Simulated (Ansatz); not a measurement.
# BN⁺, quartet in cc-pVDZ: errors against full CI

Geometry: that of the BN⁺, doublet, kept fixed.

```json
{"atom": "B", "x (Å)": "0.0000", "y (Å)": "0.0000", "z (Å)": "0.0000"}
{"atom": "N", "x (Å)": "0.0000", "y (Å)": "0.0000", "z (Å)": "1.4419"}
```

Basis cc-pVDZ; Ansatz 0.2.0. Correlated methods freeze the noble-gas cores, which leaves 7 electrons in 26 orbitals. Prefix R: restricted or restricted open-shell reference; prefix U: unrestricted. Active spaces: valence = (7e, 8o) chosen from the atoms' valence shells.

Full CI is exact within this basis and frozen core; it isn't the basis-set limit. The frozen core follows each run's orbitals, which can shift R against U totals by a few meV.

The UHF ⟨S²⟩ is 3.760 and the T1 diagnostic (RCCSD) is 0.0395. The largest doubles amplitude (RCCSD) is 0.053. The T1 diagnostic (UCCSD) is 0.0362.

**Question.** From what is known of these methods and the diagnostics, rank them by the size of their error in total energy against full CI in cc-pVDZ, smallest first (an estimate: the text doesn't fix the numbers).
A. RCCSD(T)
B. NEVPT2 (valence space)
C. RHF
D. UMP2
E. RCCSDT(Q)

**Answer.** E (0.01 mEh), A (1.70 mEh), B (18.06 mEh), D (33.20 mEh), C (161.37 mEh).

All errors are against full CI in cc-pVDZ. Within each family the higher level lies nearer, as is usual though not guaranteed.

The full-CI state has the irrep A2 of C2v, in the program's axes (one component, if the state is degenerate).

Natural occupations of full CI about the gap: 1.967 1.924 0.992 0.985 0.985 0.036 0.036 0.029 0.009 0.006; effectively unpaired electrons, Σ n²(2−n)², 3.04.
